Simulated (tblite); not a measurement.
C₅H₁₁S (doublet state).
Cartesian coordinates in Å at the GFN2-xTB level; atoms count from 1:
```xyz
17
C5H11S angstrom
C     -2.568    0.213    0.337
C     -1.274   -0.588    0.260
C     -0.051    0.323    0.186
C      1.245   -0.481    0.109
C      2.462    0.433    0.036
S      3.999   -0.494   -0.060
H     -2.678    0.845   -0.541
H     -3.426   -0.452    0.392
H     -2.570    0.849    1.220
H     -1.296   -1.232   -0.622
H     -1.191   -1.232    1.138
H     -0.027    0.968    1.068
H     -0.132    0.968   -0.692
H      1.225   -1.124   -0.774
H      1.331   -1.124    0.988
H      2.417    1.071   -0.850
H      2.526    1.069    0.921
```

Computed values, GFN2-xTB/tblite, gas phase, harmonic and unscaled. Errors from tens to a few hundred cm⁻¹ against measured bands are possible. One conformer, not necessarily the lowest. Open shells enter through the occupations alone, without spin polarisation, and single modes of such species can be off by tens of per cent.

Harmonic wavenumbers (cm⁻¹): 58.6, 98.9, 116.7, 130.2, 233.7, 248.5, 348.1, 438.1, 753.4, 768.7, 780.0, 845.0, 943.7, 950.0, 1033.3, 1037.9, 1084.9, 1101.8, 1123.4, 1199.9, 1201.1, 1237.1, 1274.7, 1276.8, 1283.2, 1337.6, 1369.7, 1416.3, 1421.4, 1488.7, 1496.2, 1498.7, 1503.1, 1505.9, 2949.7, 2958.1, 2962.0, 2970.9, 2975.7, 2980.6, 2982.5, 2990.5, 3032.6, 3035.7, 3042.2.

A = 15063, B = 823.3, C = 800.1 MHz; mass 103.058 u (most abundant isotopes); point group Cs, symmetry number 1; spin multiplicity 2.

Zero-point energy?

Half the sum of the wavenumbers: 32743 cm⁻¹ = 391.69 kJ/mol.

What is S at 200 K and 1 bar for an ideal gas of classical rigid rotors and harmonic oscillators?

Translation 158.37, rotation 111.64, vibration 60.75, spin (R ln 2) 5.76: S = 336.5 J/(mol K).

And Cp and H(200 K) − H(0)?

Cp = 93.44 J/(mol K), of which vibrations give 60.18 (their classical limit is 45 R = 374.2); H(200 K) − H(0) = 13.24 kJ/mol without the zero-point energy, 6.59 from vibrations.

Which modes carry the vibrational entropy at 200 K?

58.6 cm⁻¹: 15.56; 98.9 cm⁻¹: 11.32; 116.7 cm⁻¹: 10.01; 130.2 cm⁻¹: 9.16; 233.7 cm⁻¹: 4.91; 248.5 cm⁻¹: 4.51 J/(mol K); the other 39 give 5.29 together.

Blend soft modes into free rotors: weight 1/[1 + (100 cm⁻¹/ν̃)⁴] for the oscillator and the rest for a rotor with moment μB/(μ + B), μ = h/(8π²ν), B = 10⁻⁴⁴ kg m². What vibrational entropy results?

57.53 J/(mol K) in place of 60.75, which changes −T·S at 200 K by +0.64 kJ/mol.

What must be added to the electronic energy to get the Gibbs energy at 200 K and 1 bar?

ZPE + [H(200 K) − H(0)] − T·S = 391.69 + 13.24 − 67.30 = 337.63 kJ/mol.

Hindered rotation and anharmonicity are outside this model. Other conformers, if any are populated, would add a mixing term that is left out.
